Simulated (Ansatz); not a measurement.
## Correlation methods on H₂S, singlet

Program: Ansatz, Gaussian basis, development build; BCCD by scripts on PySCF. Basis cc-pVDZ, 5 core orbitals frozen, nonrelativistic. Perturbation and coupled-cluster methods stand on the Hartree–Fock determinant that coupled cluster favours (restricted). 

Geometry (Å):

```xyz
3

S     0.0000    0.0000    0.1025
H     0.0000    0.9663   -0.8202
H     0.0000   -0.9663   -0.8202
```

Correlation energy of CCSD(T), then each method's total less that of CCSD(T), in eV:

```csv
case,E corr CCSD(T),BCCD,BCCD(T),determinant
RHF,-4.633,+0.093,0.000,–
```

(1) Give CCSDT(Q) less CCSD(T). Is CCSD(T) good to 1 kcal/mol?

Answers

(1) RHF: -0.018 eV (within).
